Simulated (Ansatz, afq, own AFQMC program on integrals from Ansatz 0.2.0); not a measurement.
## PH₂, doublet in def2-TZVP, levels against CCSDT(Q)

| atom | x (Å) | y (Å) | z (Å) |
| --- | --- | --- | --- |
| P | -0.3747 | 1.0044 | 0.0753 |
| H | 0.5008 | 1.4941 | -0.9479 |
| H | 0.5635 | 1.3589 | 1.0986 |

Basis def2-TZVP. Noble-gas cores (and the filled d shells of Ga–Kr and In–Xe) are frozen. AFQMC by an in-house program on the Cholesky factors that Ansatz 0.2.0 writes for its CCSD(T) run. The CISD trial takes its coefficients from CCSD amplitudes. Released means that phaseless walkers are propagated on without the constraint, phases kept. Error bars are statistical, one sigma.

Determinant: UHF, the one that the program's search chose, which needn't be the lowest solution. The geometry is a PBE0/def2-SVP stationary point of this or a neighbouring charge and spin state.

No full CI on the walks' own integrals is used here; CCSDT(Q) serves as the reference and is uncertain by about the last step of the cluster series.

* T1 diagnostic: 0.0154
* weight of the determinant in the CISD state: 0.912
* ⟨S²⟩ of the determinant: 0.770
* size of the correlated space: 7 electrons in 44 orbitals

| level | correlation energy (eV) |
| --- | --- |
| MP2 | -3.5177 |
| CCSD | -4.2857 |
| CCSD(T) | -4.4270 |

**Question.** Estimate where AFQMC with the constraint released lies against CCSD(T) on the same integrals.

**Answer.** 0.71 ± 0.03 kcal/mol below CCSD(T).

Reference: CCSDT(Q), correlation energy -4.457 eV. The released energy is read at 2.40 1/Eh (meV from the phaseless value at times in 1/Eh: -0.1 ± 1.3 at 0.24, -1.6 ± 1.4 at 0.51, -5.6 ± 1.3 at 0.99, -6.6 ± 1.3 at 1.62, -6.7 ± 1.2 at 2.40).

```csv
level,E − E(reference) (kcal/mol),share of correlation (%)
CCSD(T),0.69,99.33
CCSDT,0.11,99.89
ph-AFQMC/CISD,0.13 ± 0.04,99.87
released AFQMC,-0.02 ± 0.03,100.02
```

A walk keeps the symmetry of its determinant, which the program's search chose and which needn't be the lowest solution, so a lower state of the same spin and another symmetry isn't excluded. Released energies are given only where the last usable release times agree within the noise; a slower fall can still hide under it.
